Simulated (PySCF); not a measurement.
Frontier orbitals and the lowest excitations

H₄OSSi.
SMILES with atom numbers: `[OH:1][SiH2:2][SH:3]` (hydrogens: H4 on O1; H5, H6 on Si2; H7 on S3)

Structure used (GFN2-xTB), in Å, numbered top down from 1:
```
atom  x, y, z in Å
O1    -0.846    1.121    0.287
Si2   -0.446   -0.402   -0.087
S3     1.674   -0.570   -0.453
H4    -0.623    1.874   -0.256
H5    -1.022   -0.863   -1.337
H6    -0.794   -1.117    1.123
H7     2.060   -0.038    0.697
```

The calculation used TDDFT B3LYP/def2-SVPD, vertical, gas phase, core orbitals frozen in the response (PySCF 2.14.0, density-fitted response routines).

Kohn–Sham orbitals with the atoms that hold most of them (Löwdin shares over 4%, at most four atoms; ? is withheld):

| orbital | ε (eV) | atoms |
| --- | --- | --- |
| HOMO-3 | -10.73 | O1 56%, Si2 17%, S3 13%, H5 6% |
| HOMO-2 | -9.25 | O1 36%, Si2 23%, H5 17%, H6 11% |
| HOMO-1 | -8.58 | S3 52%, O1 23%, Si2 14% |
| HOMO | -7.30 | ? |
| LUMO | ? | ? |
| LUMO+1 | -0.02 | S3 40%, H7 18%, Si2 17%, H5 10% |
| LUMO+2 | 0.41 | S3 45%, Si2 23%, H6 11%, H5 8% |

(1) Give the leading atoms of the HOMO.

(2) Give the leading atoms of the LUMO.

(3) What is the LUMO energy, and the HOMO–LUMO gap?

Answers

(1) S3 (bonded to Si and H) 78%; Si2 (bonded to O, S and 2 H) 9%; H7 (bonded to S) 7%.

(2) Si2 (bonded to O, S and 2 H) 28%; O1 (bonded to Si and H) 22%; S3 (bonded to Si and H) 20%; H4 (bonded to O) 14%.

(3) ε(LUMO) = -0.28 eV; the gap is 7.02 eV (0.2580 hartree).

Question: How does S1 compare with the orbital gap of 7.02 eV?

Answer: S1 is at 6.08 eV (f = 0.040), 0.94 eV below the gap, made of HOMO→LUMO (53%), HOMO→LUMO+1 (41%). 

Question: One configuration dominates each of S5 and S7. Which, and how do the shares of the two leading atoms of either orbital change from the occupied to the empty one?

Answer: 
- S5 (7.28 eV, f 0.014), HOMO-1→LUMO (80%): S3 52% → 20%, O1 23% → 22%, Si2 14% → 28%
- S7 (7.55 eV, f 0.055), HOMO-1→LUMO+1 (92%): S3 52% → 40%, O1 23% → at most 10%, H7 at most 4% → 18%

Löwdin shares depend on the basis, the more so with diffuse functions.

One conformer stands for the species.
